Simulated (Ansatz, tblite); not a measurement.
**Tetradymite Bi2Te3: properties by level of theory**

Reference values: lattice constant a 4.386 Å (measured, temperature not stated, no zero-point or thermal correction; as tabulated in Luo et al. (2012), arXiv:1308.1523); lattice parameter c 30.497 Å (measured, temperature not stated, not corrected to a static lattice; as tabulated in Luo et al. (2012), arXiv:1308.1523).

```tsv
level (code)	lattice constant a (Å)	c axis length (Å)
GFN2-xTB (tblite)	4.274	33.234
rVV10 (Ansatz)	4.491	31.051
r²SCAN-D4 (Ansatz)	4.401	31.609
```

Differences from the reference values (errors of the level alone only where the reference is corrected to a static lattice):

```
level      lattice constant a (%)  lattice parameter c (%)
---------  ----------------------  -----------------------
GFN2-xTB                    -2.55                    +8.97
rVV10                       +2.39                    +1.82
r²SCAN-D4                   +0.34                    +3.65
```

Nearest: lattice constant a, not ranked (reference at room or unstated temperature); lattice parameter c, not ranked (reference at room or unstated temperature).

Caveats: the method was fitted mainly to molecules (GFN2-xTB); the run uses a supercell at the zone centre in place of a k mesh (GFN2-xTB). Ansatz's density-functional and Hartree–Fock values are scalar-relativistic unless marked +SOC, with PAW data made under PBE.

Differences are worked out from the printed values.

The computed numbers hold no vibrational or temperature effects.

Ansatz is a quantum-chemistry and plane-wave program.
